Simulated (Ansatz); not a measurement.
## Relaxing Co3F

These are results of DFT PBE, scalar-relativistic, plane waves, PAW in Ansatz, not measurements. Cutoff 420 eV, Γ-centred k mesh, Gaussian smearing, collinear spin, first started from parallel moments.

The start puts Co3F on the Cu3Au (L1_2) structure type (Pm-3m, No. 221), with F in place of Au, Co in place of Cu, at a guessed volume.

```xyz
4
Lattice="3.4137 0.0000 0.0000 0.0000 3.4137 0.0000 0.0000 0.0000 3.4137" Properties=species:S:1:pos:R:3 pbc="T T T"
Co    0.0000    1.7068    1.7068
Co    1.7068    0.0000    1.7068
Co    1.7068    1.7068    0.0000
F     0.0000    0.0000    0.0000
```

Cell and atoms relax at zero pressure; the relaxation can't lower the symmetry of the start. After a coarse first stage the cell is made exact in the group found at 0.06 Å.

The zero of energy is the elements' standard structures at the same level (F₂ as a molecule); no fitted shifts are applied.

Which crystal results?

It keeps Pm-3m (No. 221). The result has the Cu3Au (L1_2) structure. Conventional cell: a = 3.610 Å. Co has 4 F at 2.55 Å and 8 Co at 2.55 Å; around F lie 12 Co at 2.55 Å.

```
Co F
1.0
     3.60980    0.00000    0.00000
     0.00000    3.60980    0.00000
     0.00000    0.00000    3.60980
Co F
3 1
Direct
  0.00000 0.50000 0.50000
  0.50000 0.00000 0.50000
  0.50000 0.50000 0.00000
  0.00000 0.00000 0.00000
```

What are its volume, energy, gap and moment?

The volume per atom is 11.76 Å³ and the density is 6.91 g/cm³. The energy over the elements is 0.27 eV/atom and the gap on the 14×14×14 mesh is 0 eV (a metal). The net moment per atom is 1.58 μB and the largest site moment is 2.08 μB.

The final run used a 14×14×14 mesh on its 4-atom cell and 0.10 eV smearing. The k mesh leaves about 4 meV/atom of noise in metals. Symmetry constrained the relaxation, so the result can be a saddle point.

Cost: 3 runs of about 1.5 core-minutes in all, on Intel Xeon 6975P-C (Granite Rapids) (shared hosts).